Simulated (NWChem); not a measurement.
# One shape, several levels: C2H5F (SMILES CCF)

We compute a comparison of 4 runs (CAM-B3LYP/aug-cc-pVDZ, B3LYP/aug-cc-pVDZ, BHLYP/aug-cc-pVDZ, M06-2X/aug-cc-pVDZ) of C2H5F. 

The calculation is run with NWChem 7.3.0.

### 1 The structure to begin with

C2H5F has 8 atoms, charge 0, and is taken as a singlet. As SMILES, `CCF`. The C1–H5 distance was set to 1.637 Å, away from the relaxed value. At this shape a bond of the SMILES string is far longer than usual.

Bond lengths: C1–C2 1.504 Å, C2–F3 1.386 Å, C1–H4 1.093 Å, C1–H6 1.091 Å, C2–H7 1.094 Å, C2–H8 1.094 Å. Angles: C1–C2–F3 110.1°, C1–C2–H7 111.6°, C1–C2–H8 111.6°, F3–C2–H7 107.4°, F3–C2–H8 107.4°, C2–C1–H4 109.9°, C2–C1–H6 110.8°, H7–C2–H8 108.6°, H4–C1–H6 108.4°. A long bond or contact: C1–H5 1.637 Å.

### 2 The energy at CAM-B3LYP/aug-cc-pVDZ (run 1)

Contents of c2h5f.nw:

```
START c2h5f
TITLE "C2H5F energy"
memory 2200 mb

GEOMETRY noautosym nocenter noautoz
C     -0.656833     0.351117     0.183265
C      0.153267    -0.814883     0.678365
F      1.438167    -0.402183     0.994365
H     -1.669033     0.021617    -0.064735
H      0.018600     0.998500    -1.160400
H     -0.725433     1.127217     0.947665
H      0.238867    -1.597283    -0.081935
H     -0.281433    -1.251783     1.582665
END

BASIS spherical bse
* library aug-cc-pVDZ
END

DFT
xc xcamb88 1.00 lyp 0.81 vwn_5 0.19 hfexch 1.00
cam 0.33 cam_alpha 0.19 cam_beta 0.46
mult 1
grid fine
convergence energy 1e-08
direct
maxiter 100
mulliken
print low
END

TASK dft energy
```

Command:

```console
$ nwchem c2h5f.nw > c2h5f.out
```

The program printed:

```text
[...]
 d= 0,ls=0.0,diis     1   -178.8792531968 -2.57D+02  1.34D-02  4.88D-01     8.4
[...]
 d= 0,ls=0.0,diis     8   -178.9339068082  1.55D-09  2.81D-06  2.51D-07    65.2
         Total DFT energy =     -178.933906808173
      One electron energy =     -398.902421973535
           Coulomb energy =      165.077413759600
    Exchange-Corr. energy =      -22.958372161614
 Nuclear repulsion energy =       77.849473567376
[...]
      Total Density - Mulliken Population Analysis
     ---------------------------------------------
    Atom       Charge   Shell Charges
 -----------   ------   -------------------------------------------------------
    1 C    6     5.72   2.02  0.66  0.32  0.16  2.02  0.49  0.02  0.05 -0.01
    2 C    6     4.87   2.02  0.67  0.16 -0.09  2.04 -0.01 -0.05  0.12  0.01
    3 F    9     9.43   2.01  0.89  1.04  0.11  3.34  1.91  0.11  0.00  0.02
    4 H    1     1.23   0.76  0.48  0.01  0.03 -0.04
    5 H    1     0.80   0.57  0.27 -0.00  0.01 -0.04
    6 H    1     1.26   0.77  0.48  0.01  0.03 -0.02
    7 H    1     1.34   0.78  0.58  0.00  0.02 -0.04
    8 H    1     1.35   0.78  0.59  0.02  0.02 -0.05
[...]
```

It took 66 s on 1 thread of AMD EPYC 9R45 (Zen 5), shared host; peak memory 0.12 GiB.

### 3 A single-point energy at B3LYP/aug-cc-pVDZ (run 2)

Contents of calc.nw:

```
start calc
memory 2200 mb

geometry units au noautosym nocenter noautoz
  C   -1.24123448   0.66351497   0.34632066
  C    0.28963265  -1.53990569   1.28192406
  F    2.71774175  -0.76001572   1.87907752
  H   -3.15401526   0.04085021  -0.12233142
  H    0.03514891   1.88689154  -2.19283820
  H   -1.37086969   2.13013141   1.79082731
  H    0.45139321  -3.01842741  -0.15483471
  H   -0.53183129  -2.36552704   2.99080340
end

basis spherical bse
  * library aug-cc-pVDZ
end

dft
  xc b3lyp
  grid fine
  convergence energy 1e-08
  maxiter 100
  mulliken
  print medium
end

task dft energy
```

Command:

```console
$ nwchem calc.nw > calc.out
```

The program printed:

```text
[...]
          Wavefunction type:  closed shell.
          No. of atoms     :     8
          No. of electrons :    26
[...]
          Charge           :     0
          Spin multiplicity:     1
[...]
          AO basis - number of functions:   114
[...]
              XC Information
              --------------
                         B3LYP Method XC Potential
                     Hartree-Fock (Exact) Exchange  0.200
                        Slater Exchange Functional  0.800 local
                    Becke 1988 Exchange Functional  0.720 non-local
              Lee-Yang-Parr Correlation Functional  0.810
                  VWN I RPA Correlation Functional  0.190 local
[...]
 d= 0,ls=0.0,diis     1   -178.9580240369 -2.57D+02  1.41D-02  4.92D-01     2.9
[...]
 d= 0,ls=0.0,diis    10   -179.0131456012 -1.58D-09  2.07D-07  1.72D-09    23.1
         Total DFT energy =     -179.013145601223
      One electron energy =     -398.922333789967
           Coulomb energy =      165.107067886282
    Exchange-Corr. energy =      -23.047347664357
 Nuclear repulsion energy =       77.849467966819
[...]
      Total Density - Mulliken Population Analysis
     ---------------------------------------------
    Atom       Charge   Shell Charges
 -----------   ------   -------------------------------------------------------
    1 C    6     5.72   2.02  0.67  0.33  0.15  2.02  0.48  0.01  0.05 -0.01
    2 C    6     4.84   2.02  0.68  0.16 -0.08  2.04 -0.04 -0.05  0.12  0.00
    3 F    9     9.43   2.01  0.89  1.05  0.10  3.34  1.91  0.11  0.00  0.02
    4 H    1     1.23   0.77  0.47  0.01  0.03 -0.04
    5 H    1     0.81   0.58  0.26 -0.00  0.01 -0.05
    6 H    1     1.26   0.78  0.46  0.01  0.03 -0.02
    7 H    1     1.35   0.79  0.57  0.00  0.03 -0.04
    8 H    1     1.36   0.79  0.58  0.02  0.03 -0.05
[...]
```

Wall time 24 s (1 thread of AMD EPYC 9R45 (Zen 5), shared host); peak memory 0.12 GiB.

Run 3 isn't shown in full; the table further down has it.

### 4 The energy at M06-2X/aug-cc-pVDZ (run 4)

Contents of run.py:

```python
from ase import Atoms
from ase.calculators.nwchem import NWChem

molecule = Atoms(['C', 'C', 'F', 'H', 'H', 'H', 'H', 'H'], positions=[
    [-0.656833, 0.351117, 0.183265],
    [0.153267, -0.814883, 0.678365],
    [1.438167, -0.402183, 0.994365],
    [-1.669033, 0.021617, -0.064735],
    [0.018600, 0.998500, -1.160400],
    [-0.725433, 1.127217, 0.947665],
    [0.238867, -1.597283, -0.081935],
    [-0.281433, -1.251783, 1.582665],
])

calc = NWChem(
    label='c2h5f',
    theory='dft',
    memory='2200 mb',
    basis='aug-cc-pVDZ',
    basispar='spherical bse',
    dft={'xc': 'm06-2x', 'mult': '1', 'grid': 'fine', 'convergence': 'energy 1e-08', 'iterations': '100', 'mulliken': None},
    task='energy',
)
molecule.calc = calc

print("Total energy (eV):", round(molecule.get_potential_energy(), 6))
print("dipole (e A):", molecule.get_dipole_moment().round(4))
```

Command:

```console
$ export ASE_NWCHEM_COMMAND="nwchem PREFIX.nwi > PREFIX.nwo"
$ python run.py
```

The program printed:

```text
Total energy (eV): -4868.841465
dipole (e A): [-0.409  -0.1362 -0.0133]
```

The calculator wrote c2h5f.nwi:

```
title "c2h5f"

permanent_dir c2h5f

scratch_dir c2h5f

start c2h5f

geometry units angstrom nocenter noautosym noautoz
  C  -6.5683300000000000e-01 3.5111700000000001e-01 1.8326500000000001e-01
  C  1.5326699999999999e-01 -8.1488300000000002e-01 6.7836500000000000e-01
  F  1.4381670000000000e+00 -4.0218300000000001e-01 9.9436500000000005e-01
  H  -1.6690330000000000e+00 2.1617000000000001e-02 -6.4735000000000001e-02
  H  1.8599999999999998e-02 9.9850000000000005e-01 -1.1604000000000001e+00
  H  -7.2543299999999999e-01 1.1272169999999999e+00 9.4766499999999998e-01
  H  2.3886700000000000e-01 -1.5972830000000000e+00 -8.1934999999999994e-02
  H  -2.8143299999999999e-01 -1.2517830000000001e+00 1.5826650000000000e+00
end

memory 2200 mb

basis spherical bse noprint
   * library aug-cc-pVDZ
end

dft
  xc m06-2x
  mult 1
  grid fine
  convergence energy 1e-08
  iterations 100
  mulliken
end

task dft energy
```

c2h5f.nwo:

```text
Northwest Computational Chemistry Package (NWChem) 7.3.0
             --------------------------------------------------------

           Job information
           ---------------

    nwchem branch   = 7.3.0
    use scalapack   = T
    input           = c2h5f.nwi
    prefix          = c2h5f.
    data base       = c2h5f/c2h5f.db
    status          = startup
    nproc           =        1

           Memory information
           ------------------

[... 5 lines left out ...]
    hardfail = no
[... 120 lines left out ...]
          Convergence on energy requested:  1.00D-08
[... 24 lines left out ...]
          Convergence Information
[... 30 lines left out ...]
 1-e energy   =    -396.443168
[... 40 lines left out ...]
      One electron energy =     -398.909075273229
[... 8 lines left out ...]
                       DFT Final Molecular Orbital Analysis
[... 834 lines left out ...]
     Multipole analysis of the density
     ---------------------------------

     L   x y z        total         alpha         beta         nuclear
     -   - - -        -----         -----         ----         -------
     0   0 0 0     -0.000000    -13.000000    -13.000000     26.000000

     1   1 0 0     -0.772859     -7.476374     -7.476374     14.179890
[... 8 lines of this table left out ...]
     2   0 0 2    -14.372097    -36.864765    -36.864765     59.357432

 Task  times  cpu:       21.0s     wall:       21.0s
 Total times  cpu:       21.0s     wall:       21.0s
```

Run time: 22 s. Hardware: 1 thread of AMD EPYC 9R45 (Zen 5), shared host; peak memory 0.12 GiB.

### 5 Overview of the runs

```tsv
run	level	energy (Eh)	wall time
1	CAM-B3LYP/aug-cc-pVDZ	-178.933907	66 s
2	B3LYP/aug-cc-pVDZ	-179.013146	24 s
3	BHLYP/aug-cc-pVDZ	-178.912495	20 s
4	M06-2X/aug-cc-pVDZ	-178.926625	22 s
```

### 6 Summary of results

| quantity | value |
| --- | --- |
| run 4: total energy | -178.92663 Eh |
| run 4: dipole moment | 2.07 D |
| run 4: HOMO energy | -9.93 eV |
| run 4: LUMO energy | -0.24 eV |
| run 4: HOMO–LUMO gap | 9.68 eV |

Over runs 2, 3, 4 the dipole moment (its size) runs from 2.07 D (M06-2X/aug-cc-pVDZ) to 2.20 D (BHLYP/aug-cc-pVDZ). Totals of different functionals can't be ranked against each other. All runs together took 2.2 min, the longest 66 s.
